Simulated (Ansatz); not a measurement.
Species: allene, C3H4, charge 0, multiplicity 1. 
Structure (B3LYP-D3(BJ)/def2-TZVP (Ansatz, a first-principles code) minimum search):
```xyz
7

C      0.0000     0.0000     0.0000
C     -0.0052     0.0000     1.3001
C      0.0052     0.0000    -1.3001
H     -0.0108     0.9262     1.8632
H     -0.0040    -0.9263     1.8631
H      0.9337     0.0035    -1.8595
H     -0.9188    -0.0034    -1.8668
```
Charge 0, spin multiplicity 1.

Basis-set convergence of Hartree-Fock and CCSD correlation energies (hartree) with Ansatz. Cores are frozen in the correlated levels unless marked. No spin-orbit coupling. No relativistic terms.

| basis | functions | E(HF) | E(corr, CCSD) |
|---|---|---|---|
| cc-pVDZ | - | -115.87259 | -0.42539 |
| cc-pVTZ | 146 | ? | ? |

Task: Some entries are withheld; supply them.

Result: 
- cc-pVTZ, E(HF): -115.90585
- cc-pVTZ, E(corr, CCSD): -0.50337
